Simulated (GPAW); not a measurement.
# H3PO (SMILES O=[PH3]) at OLYP/plane waves (scalar-relativistic datasets, plane-wave cutoff 400 eV)

Wanted: a structure relaxation of H3PO. 

The results are computed with GPAW 26.7.0.

6 further runs of the same task are left out: 6 set aside as unsound or not needed.

### 1 The system as given

H3PO has 5 atoms, charge 0, and is taken as a singlet. As SMILES, `O=[PH3]`. The coordinates come from a GFN2-xTB relaxation. The run starts from this shape.

Bond lengths: O1–P2 1.453 Å, P2–H3 1.388 Å, P2–H4 1.387 Å, P2–H5 1.387 Å. Angles: O1–P2–H3 115.2°, O1–P2–H4 115.3°, O1–P2–H5 115.2°, H3–P2–H4 103.2°, H3–P2–H5 103.0°, H4–P2–H5 103.2°.

### 2 A structure relaxation at OLYP/plane waves (scalar-relativistic datasets, plane-wave cutoff 400 eV)

calc.py reads:

```python
from ase import Atoms
from ase.io import write
from ase.optimize import FIRE2
from gpaw import GPAW, PW, setup_paths
from gpaw.atom.configurations import parameters
from gpaw.atom.generator import Generator

# Atomic positions
atoms = Atoms(['O', 'P', 'H', 'H', 'H'],
    positions=[[ -1.381960,  -0.328270,   0.532950],
               [ -0.058510,  -0.014650,   0.022530],
               [  0.807060,   0.564860,   0.939400],
               [  0.663660,  -1.098320,  -0.454890],
               [ -0.030250,   0.876380,  -1.039990]])
atoms.set_cell([13.0, 13.0, 13.0])
atoms.center()

# PAW datasets for this functional
for symbol in ['H', 'O', 'P']:
    Generator(symbol, xcname='GGA_X_OPTX+GGA_C_LYP', scalarrel=True, nofiles=True, txt=None).run(**parameters[symbol])
setup_paths.insert(0, '.')

# GPAW settings
gpaw_calc = GPAW(mode=PW(400),
                 xc='GGA_X_OPTX+GGA_C_LYP',
                 maxiter=100,
                 symmetry='off',
                 txt='-')
atoms.calc = gpaw_calc

opt = FIRE2(atoms, trajectory='molecule.traj')
converged = opt.run(fmax=0.05, steps=100)
print('Converged:', converged)
print(f'Final energy: {atoms.get_potential_energy():.5f} eV')
print(f'r(H4-P1)                {atoms.get_distance(4, 1):.4f} Ang')
print(f'r(H2-P1): {atoms.get_distance(2, 1):.4f} Ang')
write('relaxed.xyz', atoms)
```

Run with:

```sh
python calc.py > calc.log
```

What values should one expect? Wanted: energy as printed; dipole moment; HOMO energy; LUMO energy; HOMO–LUMO gap.

Computed results:

Level: OLYP/plane waves (scalar-relativistic datasets, plane-wave cutoff 400 eV).

| quantity | value |
| --- | --- |
| energy as printed (from the program's reference atoms) | -20.2960 eV |
| dipole moment | 3.44 D |
| HOMO energy (from the vacuum level) | -6.79 eV |
| LUMO energy (from the vacuum level) | -1.35 eV |
| HOMO–LUMO gap | 5.44 eV |

In words: At the final geometry: Bond lengths: O1–P2 1.499 Å, P2–H3 1.428 Å, P2–H4 1.426 Å, P2–H5 1.428 Å. Angles: O1–P2–H3 117.5°, O1–P2–H4 116.5°, O1–P2–H5 117.3°, H3–P2–H4 101.0°, H3–P2–H5 100.4°, H4–P2–H5 101.2°. The optimisation took 24 steps and changed the energy by -0.164 eV.
